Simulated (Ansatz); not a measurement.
Input for Ansatz (development build ahead of 0.2.0):

```yaml
crystal:
  periodic: [false, false, false]
  atoms:
    - { symbol: O, position_ang: [0.0, 0.0, 0.0] }
    - { symbol: C, position_ang: [0.0, 0.0, 2.898] }
    - { symbol: "N", position_ang: [0.0, 2.3051, -1.614] }
basis:
  gaussian: { orbitals: pcseg-2 }
total_charge: 1
magnetization:
  initial_magnetization: 2
hamiltonian:
  xc: pbe0
```

The input is written out in the form of the current development build from the run's settings.

Results

```
Converged                       : yes
Total energy                    : -166.79908 hartree
Spin squared of the determinant : 2.000
Stability test                  : minimum among restricted orbitals
```

Caution: stretched shape with no unrestricted run beside it, a lower state can exist; charge can spread falsely over distant fragments; other spin multiplicities may lie lower.
